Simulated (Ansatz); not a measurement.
Basis-set extrapolation for `COC1OC1=O` (PBE0-D4/def2-TZVP geometry, frozen core, the Gaussian-basis code of Ansatz). Multiplicity 1, RHF reference.

```json
{"": "HF", "def2-TZVPP": "-340.596190", "def2-QZVPP": "-340.611475"}
{"": "MP2 correlation", "def2-TZVPP": "-1.180213", "def2-QZVPP": "-1.266978"}
{"": "CCSD(T) correlation", "def2-TZVPP": "-1.245569", "def2-QZVPP": "not run"}
```

Energies in hartree. Use E(X) = E(∞) + A·exp(−7.88·√X) for Hartree–Fock and E(X) = E(∞) + B·X^(−2.97) for correlation, with X = 3 and 4, and add CCSD(T) minus MP2 of the smaller set to the MP2 limit.

Task: What is the CCSD(T) energy at the basis-set limit?

Result: HF limit: -340.611475 + (-0.015285) × 0.13774 = -340.61358. MP2 limit: -1.266978 + (-0.086765) × 0.74074 = -1.33125. Higher-order term: -1.245569 − (-1.180213) = -0.06536. Total: -342.01019 hartree, 105.7 kcal/mol below CCSD(T)/def2-TZVPP.
